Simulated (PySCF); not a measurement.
Species: FH.
SMILES: `F`

Computed, not measured: B3LYP/6-31+G* geometry optimisation, gas phase (PySCF 2.14.0).

Masses are those of the commonest isotopes; rigid-rotor values at the optimised geometry. 

(1) What are the moment of inertia and the rotational constant?

(2) List the first levels of a rigid rotor in a Σ state.

(3) Where do the first rotational lines fall?

(4) Estimate the classical rotational partition function at 500 K.

Answers

(1) I = 0.844 u·Å², B = 505379 MHz·u·Å²/I = 598983 MHz (19.9799 cm⁻¹, or 28.747 K as hB/k). For two atoms I = μr² with μ = 0.9571 u and r = 0.9389 Å.

(2) E(J) = BJ(J+1): J = 1: 39.960, J = 2: 119.880, J = 3: 239.759, J = 4: 399.599, J = 5: 599.398, J = 6: 839.157 cm⁻¹.

(3) The dipole is 2.04 D; J+1 ← J lies at 2B(J+1): 1 ← 0 at 1197.97 GHz, 2 ← 1 at 2395.93 GHz, 3 ← 2 at 3593.90 GHz, 4 ← 3 at 4791.87 GHz, 5 ← 4 at 5989.83 GHz, 6 ← 5 at 7187.80 GHz.

(4) Point group C∞v, symmetry number σ = 1; q = kT/(σhB), k/h = 20836.6 MHz/K: 17.4 at 500 K.

No B3LYP/6-31+G* frequencies stand behind this structure, so it isn't proved a minimum. No vibrational averaging or centrifugal distortion is included, and the geometry carries the error of its method.

Hardware: one thread of an Arm Neoverse V1, no GPU, on a shared host. Cost: 0.7 s wall, 0.22 GiB resident at most. That covers the optimisation of the geometry.
